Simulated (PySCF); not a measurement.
# Gas-phase XPS of `O=C(O)C(F)F`, computed

Compound: C2H2F2O2.
Numbering: `[O:1]=[C:2]([OH:3])[CH:4]([F:5])[F:6]`

Level of theory: PySCF 2.14.0, delta-SCF UKS SCAN, pcX-2 on the ionised atom, pcseg-1 elsewhere, spin-free X2C. Vertical ΔSCF values, vacuum level as zero.

Task: What binding energy does each computed site have?

Result: 
```tsv
atom(s)	bonded to	level	binding energy (eV)	above the level's lowest (eV)	count
O1	C (double bond)	O 1s	538.96	0.00	1
C2	O (double bond), O and C	C 1s	295.90	0.00	1
O3	C and H	O 1s	541.07	+2.11	1
C4	2 F, C and H	C 1s	296.63	+0.73	1
F5/F6	C	F 1s	694.00	0.00	2
```

Lowest listed C 1s: C2, bonded to O (double bond), O and C. Highest, 0.73 eV above it: C4, bonded to 2 F, C and H. Summing the Pauling electronegativity differences to the bonded atoms, each weighted by its formal bond order, gives +2.67 for the lowest site and +2.51 for the highest; the largest sum, +2.67, belongs to C2, 0.73 eV below the top. The smallest sum, +2.51, belongs to C4, 0.73 eV above the lowest.

Lowest listed O 1s: O1, bonded to C (double bond). Highest, 2.11 eV above it: O3, bonded to C and H. Summing the Pauling electronegativity differences to the bonded atoms, each weighted by its formal bond order, gives -1.78 for the lowest site and -2.13 for the highest; the largest sum, -1.78, belongs to O1, 2.11 eV below the top. The smallest sum, -2.13, belongs to O3, 2.11 eV above the lowest.

Task: Which photon energy gives electrons from F 1s of F5/F6 a kinetic energy of 100 eV, and what is their de Broglie wavelength?

Result: hν = 694.00 + 100 = 794.00 eV, recoil neglected; λ = 12.264 Å/√(E/eV) = 1.23 Å.

Task: Express the binding energy of F 1s of F5/F6 in atomic units and per mole.

Result: 694.00 eV = 25.5040 Eh = 66961 kJ/mol.

One atom of each set of topologically equivalent atoms was ionised and stands for the set; in this conformer not all members are related by symmetry, and their own values weren't computed. Geometry: PBE0-D3(BJ)/def2-SVP, one conformer, isolated molecule.

The values belong to the conformer `[O:1]=[C:2]([OH:3])[CH:4]([F:5])[F:6]`: O1–C2–C4–F5 -28°, H–O3–C2–O1 0°.
